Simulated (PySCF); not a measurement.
One molecule, one basis, several functionals.

Species: C5H9N.
SMILES with atom numbers: `[CH3:1]/[CH:2]=[N:3]/[CH:4]1[CH2:5][CH2:6]1` (hydrogens: H7, H8, H9 on C1; H10 on C2; H11 on C4; H12, H13 on C5; H14, H15 on C6)

Torsions of this conformer, `[CH3:1]/[CH:2]=[N:3]/[CH:4]1[CH2:5][CH2:6]1`: C2–N3–C4–C5 146°.

PySCF, def2-SVPD basis, density fitting, gas phase, PBE0-D3(BJ)/def2-SVP geometry; singlet excitations by full TDDFT with frozen cores, triplets by Tamm–Dancoff TDDFT and ionisation energies by ΔSCF, from the lowest of the holes tried. One functional is left out:

| functional | exact exchange (%) | HOMO energy (eV) | LUMO energy (eV) | lowest singlet excitation (eV) | lowest triplet excitation (eV) | dipole moment (D) | mean polarisability (au) | vertical ionisation energy (eV) |
| --- | --- | --- | --- | --- | --- | --- | --- | --- |
| LDA | 0 | -5.90 | -1.29 | 4.98 | 4.33 | 1.302 | 76.0 | 9.17 |
| PBE | 0 | -5.80 | -1.07 | 5.07 | 4.33 | 1.248 | 74.9 | 9.02 |
| PBE0 | 25 | -7.26 | 0.03 | 5.32 | 4.46 | 1.368 | 71.6 | 9.23 |
| BHandHLYP | 50 | -8.30 | 1.21 | 5.54 | 4.44 | 1.481 | 69.5 | 9.22 |

Predict the row of B3LYP (20 % exact exchange) by straight lines through the other rows, and check it.

| property | line | computed | computed − line | PBE0 (25 %), for comparison |
| --- | --- | --- | --- | --- |
| HOMO energy (eV) | -6.88 | -7.04 | -0.16 | -7.26 |
| LUMO energy (eV) | -0.22 | -0.23 | -0.01 | 0.03 |
| lowest singlet excitation (eV) | 5.24 | 5.28 | +0.04 | 5.32 |
| lowest triplet excitation (eV) | 4.39 | 4.49 | +0.10 | 4.46 |
| dipole moment (D) | 1.355 | 1.357 | +0.002 | 1.368 |
| mean polarisability (au) | 72.8 | 72.5 | -0.3 | 71.6 |
| vertical ionisation energy (eV) | 9.16 | 9.22 | +0.06 | 9.23 |
